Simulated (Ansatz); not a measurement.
## Ansatz (development build ahead of 0.2.0) run

```yaml
crystal:
  periodic: [false, false, false]
  atoms:
    - { symbol: B, position_ang: [0.0, 0.0, -0.59045] }
    - { symbol: O, position_ang: [0.0, 0.0, 0.59045] }
basis:
  gaussian: { orbitals: cc-pVTZ }
magnetization:
  initial_magnetization: 1
hamiltonian:
  xc: hf
correlation:
  method: ccsd_t
  frozen_orbitals: { B: 1, O: 1 }
```

The input is written out in the form of the current development build from the run's settings. Correlation on restricted open-shell orbitals is semicanonical, with singles.

Output:

```json
{
 "Converged": "yes",
 "Reference energy": "-99.55398 hartree",
 "Correlation energy": "-0.31459 hartree",
 "Total energy": "-99.86857 hartree"
}
```
